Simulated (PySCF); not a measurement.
A species of formula C4H12N2 has this rotational fingerprint, computed with CAM-B3LYP/def2-SVPD in PySCF (dipole) on a GFN2-xTB geometry, gas phase:

| Item | Value |
| --- | --- |
| Rotational constants | A = 7061, B = 1801, C = 1541 MHz |
| Dipole components | \|μa\| = 0.18 D, \|μb\| = 1.34 D, \|μc\| = 1.08 D |
| Inertial defect | -24.32 u·Å² |
| κ | -0.91 |

Question: Which candidate fits, each taken in the one conformer that was computed?
A. `[CH3:1][CH2:2][NH:3][N:4]([CH3:5])[CH3:6]` with C1–C2–N3–N4 -170°, C2–N3–N4–C5 -84°
B. `[CH3:1][CH:2]([CH3:3])[CH2:4][NH:5][NH2:6]` with C1–C2–C4–N5 70°, C2–C4–N5–N6 170°, C4–N5–N6–H 78° and -161°
C. `[CH3:1][C:2]([CH3:3])([CH3:4])[NH:5][NH2:6]` with C2–N5–N6–H 43° and -77° (tert-butylhydrazine)
D. `[CH3:1][CH2:2][CH2:3][N:4]([CH3:5])[NH2:6]` with C1–C2–C3–N4 -57°, C2–C3–N4–C5 -72°, C3–N4–N6–H 48° and -72°
E. `[CH3:1][CH2:2][CH2:3][NH:4][NH:5][CH3:6]` with C1–C2–C3–N4 180°, C2–C3–N4–N5 -71°, C3–N4–N5–C6 -86°

Answer: B. It is CC(C)CNN, a near-prolate asymmetric top, point group C1. The candidates at the same level (rigid rotor, commonest isotopes):

```csv
SMILES,A (MHz),B (MHz),C (MHz),μa (D),μb (D),μc (D),Δ (u·Å²),point group,rotor
CC(C)(C)NN,4414,2670,2668,1.16,1.20,0.95,-114.36,–,–
CCNN(C)C,7334,1903,1644,0.26,0.92,0.76,-27.13,C1,near-prolate asymmetric top
CCCNNC,8511,1538,1488,1.51,0.86,0.34,-48.29,C1,near-prolate asymmetric top
CCCN(C)N,5783,2158,1989,0.58,0.51,1.38,-67.48,C1,near-prolate asymmetric top
CC(C)CNN,7061,1801,1541,0.18,1.34,1.08,-24.32,C1,near-prolate asymmetric top
```

`CCCN(C)N` has C 29 % too high; `CCNN(C)C` has C 7 % too high; `CCCNNC` has A 21 % too high; `CC(C)(C)NN` has C 73 % too high. No structure here is proved a minimum.
